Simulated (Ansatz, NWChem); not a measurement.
CH2N (SMILES C=[N]): from total energies to a heat of formation

The species is CH2N (4 atoms), meant as a doublet with charge 0. SMILES: `C=[N]`. The coordinates come from a PBE0-D4/def2-TZVP relaxation.

Total energies at UHF/def2-TZVPP (NWChem 7.3.0); the atoms run unrestricted:

```
species    state  energy (Eh)
   CH2N  doublet   -93.469432
      C  triplet   -37.692479
      N  quartet   -54.402747
      H  doublet    -0.499810
```

Harmonic wavenumbers at UPBE0-D4/def2-TZVP, in cm⁻¹: 929, 998, 1372, 1746, 2990, 3052.

Measured heats of formation of the gaseous atoms at 298.15 K, in kJ/mol: C 716.9, N 472.4, H 218.0. Take 1 Eh = 2625.50 kJ/mol, 1 cm⁻¹ = 0.0119627 kJ/mol, RT = 2.479 kJ/mol.

Task: Work out the heat of formation of the gas at 298 K.

Result: 
1. Electronic atomisation energy: (-37.692479) + (-54.402747) + 2 × (-0.499810) − (-93.469432) = 0.374586 Eh = 983.5 kJ/mol.
2. Zero-point energy: half the sum of the wavenumbers, 5543.5 cm⁻¹ = 66.3 kJ/mol.
3. Thermal vibrational enthalpy, Σ hcν̃/(exp(hcν̃/kT) − 1): 0.3 kJ/mol. Translation, rotation and pV of a non-linear molecule: 4 RT = 9.9 kJ/mol.
4. The 4 free atoms carry 5/2 RT each: 24.8 kJ/mol.
5. Atomisation enthalpy at 298 K: 983.5 − 66.3 − 0.3 − 9.9 + 24.8 = 931.8 kJ/mol.
6. Sum of the atoms' heats of formation: 1625.3 kJ/mol. Heat of formation: 1625.3 − 931.8 = +693.5 kJ/mol.

The tabulated value is +238.6 kJ/mol (Active Thermochemical Tables), so this level is off by +454.9 kJ/mol, or 32.8 % of the atomisation enthalpy that the table implies (1386.7 kJ/mol). Hartree–Fock leaves out correlation, which is larger in the molecule than in the atoms, so it underbinds and puts the heat of formation too high. Anharmonicity and any spin-orbit splitting of the molecule are left out.
